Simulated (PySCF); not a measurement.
## How good is the calculation?

Geometry:
| atom | x (Å) | y (Å) | z (Å) |
| --- | --- | --- | --- |
| C1 | -3.104 | -0.456 | 0.518 |
| C2 | -1.789 | 0.298 | 0.611 |
| C3 | -0.663 | -0.372 | -0.158 |
| C4 | 0.658 | 0.372 | -0.073 |
| C5 | 1.785 | -0.300 | -0.840 |
| C6 | 3.099 | 0.456 | -0.751 |
| H7 | -3.894 | 0.040 | 1.087 |
| H8 | -3.002 | -1.473 | 0.907 |
| H9 | -3.440 | -0.534 | -0.520 |
| H10 | -1.922 | 1.320 | 0.235 |
| H11 | -1.495 | 0.400 | 1.662 |
| H12 | -0.529 | -1.395 | 0.216 |
| H13 | -0.954 | -0.474 | -1.211 |
| H14 | 0.949 | 0.476 | 0.980 |
| H15 | 0.524 | 1.394 | -0.449 |
| H16 | 1.919 | -1.320 | -0.462 |
| H17 | 1.491 | -0.404 | -1.891 |
| H18 | 2.996 | 1.471 | -1.144 |
| H19 | 3.890 | -0.041 | -1.318 |
| H20 | 3.435 | 0.539 | 0.286 |

What is known from experiment: δ $^{13}$C C3/C4 32.3; C2/C5 23.3; C1/C6 14.2; δ $^{1}$H H7/H8/H9/H18/H19/H20 0.89 ppm (measured; solution, THF-d8, 298 K; Fulmer et al., Organometallics 2010, 29, 2176).
δ $^{13}$C C3/C4 33.2; C2/C5 24.1; C1/C6 14.6; δ $^{1}$H H7/H8/H9/H18/H19/H20 0.91 ppm (measured; solution, TFE-d3, 298 K; Fulmer et al., Organometallics 2010, 29, 2176).

Calculated, not measured (PySCF): shieldings: GIAO wB97X-D/pcSseg-2, structure optimised with PBE0-D3(BJ)/def2-TZVP. No solvent, rapidly exchanging positions averaged, one conformer, non-relativistic.

Question: How close does the calculation come?

Answer: 
Reference values: measured (solution, THF-d8, 298 K; Fulmer et al., Organometallics 2010, 29, 2176).
```
               atoms    quantity  reference  computed  computed, scaled
               C3/C4  δ $^{13}$C       32.3      38.8              35.0
               C2/C5  δ $^{13}$C       23.3      28.8              25.6
               C1/C6  δ $^{13}$C       14.2      17.4              15.1
H7/H8/H9/H18/H19/H20   δ $^{1}$H       0.89      0.97              1.09
```

Reference values: measured (solution, TFE-d3, 298 K; Fulmer et al., Organometallics 2010, 29, 2176).
| atoms | quantity | reference | computed | computed, scaled |
| --- | --- | --- | --- | --- |
| C3/C4 | δ $^{13}$C | 33.2 | 38.8 | 35.0 |
| C2/C5 | δ $^{13}$C | 24.1 | 28.8 | 25.6 |
| C1/C6 | δ $^{13}$C | 14.6 | 17.4 | 15.1 |
| H7/H8/H9/H18/H19/H20 | δ $^{1}$H | 0.91 | 0.97 | 1.09 |

Computed shifts are σ(ref) − σ with the named reference compound (TMS for H and C) calculated as an isolated molecule at the same level. The measured values may be among those fitted. Scaled to experiment by linear calibration (H and C: mostly CDCl3 data, vs TMS): $^{1}$H (scatter 0.16 ppm rms, 0.17 ppm with the 4 outliers that the fit left out); $^{13}$C (scatter 2.0 ppm rms, 2.1 ppm with the 3 outliers that the fit left out). A few per cent of atoms miss by over 2 rms, more outside the fitted compound classes.

Question: How far are the unscaled $^{13}$C shifts from the references?

Answer: Mean signed difference +4.72 ppm, mean absolute 4.72 ppm over 6 comparisons; the largest is +6.5 ppm at C3/C4 (sp3 CH2).

Question: How far are the unscaled $^{1}$H shifts from the references?

Answer: Mean signed difference +0.07 ppm, mean absolute 0.07 ppm over 2 comparisons; the largest is +0.08 ppm at H7/H8/H9/H18/H19/H20 (hydrogen on a methyl carbon).

8 of the 55 published NMR values on file for this molecule are compared. The rest: values from further sources, protons in aromatic solvents, values whose atom or origin is in doubt.
